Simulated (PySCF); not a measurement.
# Multinuclear NMR of C$_{4}$H$_{6}$O

Structure with atom numbers: `[CH:1]1=[CH:2][CH2:3][O:4][CH2:5]1`. Each H is labelled by its parent atom.

PySCF calculation with NMR shieldings at PBE0/pcSseg-1/GIAO, geometry from PBE0-D3(BJ)/def2-SVP and J couplings at B3LYP/pcJ-1 (without the spin–dipole term); in vacuum, fast rotation and ring inversion assumed for equivalent nuclei, one computed conformer, relativity neglected.

Predict the 17O NMR data.

Answers


| atoms | environment | σ (ppm) | δ (ppm) |
| --- | --- | --- | --- |
| O4 | ether oxygen | 311.4 | -13.6 |

Shieldings were converted by a linear fit to measured shifts: 17O: δ = 264.06 − 0.892σ (rms 13.4 ppm, 147 shifts, 14.2 ppm with the 1 outlier that the fit left out vs liquid water, solution or neat liquid). Occasional misses reach two or three times the rms, and more in compound classes unlike the fitted ones. Couplings are scaled by factors fitted to measured values: 2J(H,H) × 0.91 (rms 0.6 Hz), 3J(H,H) × 0.91 (rms 0.4 Hz, 0.5 with 2 outliers); all others are unscaled and can be 10–30 % off.

Couplings (the largest are listed; each averaged over equivalent pairs; quadrupolar broadening usually hides them): 1J(C3,O4) = 23.9 Hz, 2J(O4,H(C3)) = -10.2 Hz, 2J(C1,O4) = 1.1 Hz, 3J(O4,H(C1)) = -1.8 Hz.

On a 400 MHz spectrometer 17O resonates near 54.2 MHz, so 1 ppm is 54.2 Hz.
